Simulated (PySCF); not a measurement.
Consider `CCC(N)=O` (C3H7NO). Numbering: `[CH3:1][CH2:2][C:3]([NH2:4])=[O:5]`

Level of theory: ωB97X-D3(BJ)/def2-TZVP single points in PySCF, grid level 2; every species was optimised with PBE0-D3(BJ)/def2-SVP. ωB97X-D3(BJ) is ωB97X-V with D3(BJ) in place of VV10. Thermal corrections: PBE0-D3(BJ)/def2-SVP frequencies, unscaled, ideal gas at 298.15 K and 1 bar, quasi-RRHO entropy.

(1) Rank these of its sites by proton affinity, highest first.
A. N4 (amide nitrogen)
B. O5 (amide oxygen)

(2) For N4 (amide nitrogen), what are ΔE (electronic) and ΔG(298 K) of removing the proton again?

(3) Of those listed, which site of protonation is favoured in water (IEF-PCM), and by how much?

Answers

(1) B (889 kJ/mol), A (818 kJ/mol).

(2) ΔE = 846 and ΔG = 787 kJ/mol, beside ΔH = 818 kJ/mol. The protonated species is `CCC([NH3+])=O`.

(3) O5 (amide oxygen), by 22 kJ/mol over N4 (amide nitrogen); the gas phase favours the same one.
